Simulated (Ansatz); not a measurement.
**CH₅N (triplet): the correlation ladder at distance N1–H4 along a hydrogen transfer = 1.408 Å, cc-pVDZ**

One table from this session's results is given with a row withheld; the runs are named, their logs left out.

Program: Ansatz 0.2.0, Gaussian basis. Level of theory: cc-pVDZ, core rule «outside noble gas», up to 2 orbitals frozen. These are calculated values, not measurements.

Plan: UHF; CCSD(T) on ROHF; CCSD(T) on UHF; BCCD(T) on ROHF; CISD; CCSDT(Q) on ROHF; CCSDT(Q) on UHF; CASSCF and MRCISD+Q, 4 electrons in 4 orbitals; CASSCF and NEVPT2, 4 electrons in 4 orbitals.

## What is computed

The geometry derives from fragments relaxed apart (PBE0/def2-TZVP) and kept rigid, so it is no stationary point. A hydrogen atom is moved between rigid fragments.

7 atoms, charge 0, spin multiplicity 3.

Atoms are counted from 1 here; the program's logs count them from 0.

Bond lengths: N1–H2 1.012 Å, N1–H3 1.012 Å, H4–C5 1.248 Å, C5–H6 1.079 Å, C5–H7 1.079 Å. Angles: H2–N1–H3 107.1°, H4–C5–H6 112.6°, H4–C5–H7 112.6°, H6–C5–H7 134.8°.

The first run:

in.yaml

```yaml
crystal:
  periodic: [false, false, false]
  atoms:
    - {symbol: N, position_ang: [-1.252854, -0.018354, -0.028568]}
    - {symbol: H, position_ang: [-1.550134, 0.949480, -0.028568]}
    - {symbol: H, position_ang: [-1.550133, -0.420653, 0.851691]}
    - {symbol: H, position_ang: [0.155146, -0.018354, -0.028568]}
    - {symbol: C, position_ang: [1.403146, -0.018354, -0.028568]}
    - {symbol: H, position_ang: [1.817614, -0.018354, 0.967593]}
    - {symbol: H, position_ang: [1.817614, -0.018354, -1.024729]}
basis:
  gaussian: {orbitals: cc-pVDZ}
magnetization: {spin_polarized: true, initial_magnetization: 2}
hamiltonian: {xc: hf}
output: {orbitals: {seedname: orbitals}}
```

Command:

```sh
> ansatz run in.yaml --threads 1 --pin off --events-out ev --progress --plain --max-ram 2816MiB --backend cpu
```

Among the steps run: UHF; CCSD(T) on ROHF; CCSD(T) on UHF; BCCD(T) on ROHF; CISD; CCSDT(Q) on ROHF; CCSDT(Q) on UHF; CASSCF and MRCISD+Q, 4 electrons in 4 orbitals; CASSCF and NEVPT2, 4 electrons in 4 orbitals.

One of the session's tables, all rows but one given; the rest of the session is left out.

```
       method  from UCCSDT(Q) (meV)
         ROHF               +9532.7
          UHF               +9149.1
         RMP2               +1350.4
         UMP2               +1356.9
         CISD                     ?
        RCCSD                +245.6
        UCCSD                +237.6
     RCCSD(T)                 +39.3
     UCCSD(T)                 +39.1
      BCCD(T)                 +39.0
       RCCSDT                 +14.8
       UCCSDT                 +13.3
    RCCSDT(Q)                  +1.2
    UCCSDT(Q)                     0
  CASSCF pair               +8869.2
  NEVPT2 pair               +1283.2
  MRCISD pair                +931.0
MRCISD+Q pair                +130.3
```

**Question.** Estimate the row for CISD.

As computed: from UCCSDT(Q) (meV): +1065.5. In the column «from UCCSDT(Q) (meV)» it lies between MRCISD pair (+931.0) and NEVPT2 pair (+1283.2).

Limits of these values: Restricted and unrestricted rows rest on different reference determinants; where their highest levels disagree by more than a few hundredths of an eV, they describe different states and don't form one ladder.
